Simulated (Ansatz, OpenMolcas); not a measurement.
**How basis sets differ on AlH (SMILES [AlH])**

The species is AlH (2 atoms), meant as a singlet with charge 0. SMILES: `[AlH]`. Geometry: a GFN2-xTB relaxation, a rough one for these elements and not checked as a minimum.

```csv
atom,x (Å),y (Å),z (Å)
Al,0.0000,0.0000,0.0000
H,0.0000,0.0000,1.6135
```

Each level gives the energy change with the Al1–H2 bond stretched from 1.613 to 2.420 Å (eV). The values are calculated.

```csv
level,kind,program,value (eV),CPU time (all runs)
r2SCAN/3-21G (restricted),meta-GGA,Ansatz,1.03,2.9 s
r2SCAN/pcseg-0 (restricted),meta-GGA,OpenMolcas,0.92,5.5 s
r2SCAN/6-311G (restricted),meta-GGA,OpenMolcas,0.99,7 s
r2SCAN/cc-pVTZ (restricted),meta-GGA,Ansatz,1.15,4 s
```

The first shape isn't each level's own minimum. The values span 0.92 to 1.15 eV. CPU times are rough (shared hosts, several kinds of processor): they show what a rung costs within a factor of a few.
